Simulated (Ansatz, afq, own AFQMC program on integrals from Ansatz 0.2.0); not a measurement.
MgCl⁻, triplet: AFQMC among the cluster methods

```tsv
atom	x (Å)	y (Å)	z (Å)
Cl	0.0000	0.0000	0.0000
Mg	0.0000	0.0000	5.0300
```

Basis aug-cc-pVDZ. Only valence electrons are correlated. AFQMC by an in-house program on the Cholesky factors that Ansatz 0.2.0 writes for its CCSD(T) run. ph-AFQMC/CISD is guided by a CISD state made of CCSD amplitudes; releasing the constraint for a short imaginary time cuts its bias at the price of noise, slowly where states lie close. Uncertainties: one standard error, sampling alone.

Determinant: ROHF, the one that the program's search chose, which needn't be the lowest solution. The geometry is a point of a scan.

No full CI on the walks' own integrals is used here; CCSDT(Q) serves as the reference and is uncertain by about the last step of the cluster series.

Cautions: lower spins were not checked.

```
T1 diagnostic                               : 0.0119
weight of the determinant in the CISD state : 0.915
size of the correlated space                : 10 electrons in 44 orbitals
```

Reference: CCSDT(Q), correlation energy -4.902 eV. The released energy is read at 0.99 1/Eh, later times being too noisy (meV from the phaseless value at times in 1/Eh: -9 ± 14 at 0.24, -21 ± 13 at 0.51, -17 ± 22 at 0.99, -45 ± 24 at 1.62, -15 ± 26 at 2.40).

```json
{"level": "HF", "E − E(reference) (meV)": "4902.1", "share of correlation (%)": "0.00"}
{"level": "MP2", "E − E(reference) (meV)": "503.8", "share of correlation (%)": "89.72"}
{"level": "CCSD", "E − E(reference) (meV)": "136.0", "share of correlation (%)": "97.22"}
{"level": "CCSD(T)", "E − E(reference) (meV)": "19.8", "share of correlation (%)": "99.60"}
{"level": "CCSDT", "E − E(reference) (meV)": "9.6", "share of correlation (%)": "99.80"}
{"level": "ph-AFQMC/CISD", "E − E(reference) (meV)": "3.5 ± 11.3", "share of correlation (%)": "99.93"}
{"level": "released AFQMC", "E − E(reference) (meV)": "-13.1 ± 21.7", "share of correlation (%)": "100.27"}
```

A walk keeps the symmetry of its determinant, which the program's search chose and which needn't be the lowest solution, so a lower state of the same spin and another symmetry isn't excluded. Released energies are given only where the last usable release times agree within the noise; a slower fall can still hide under it.
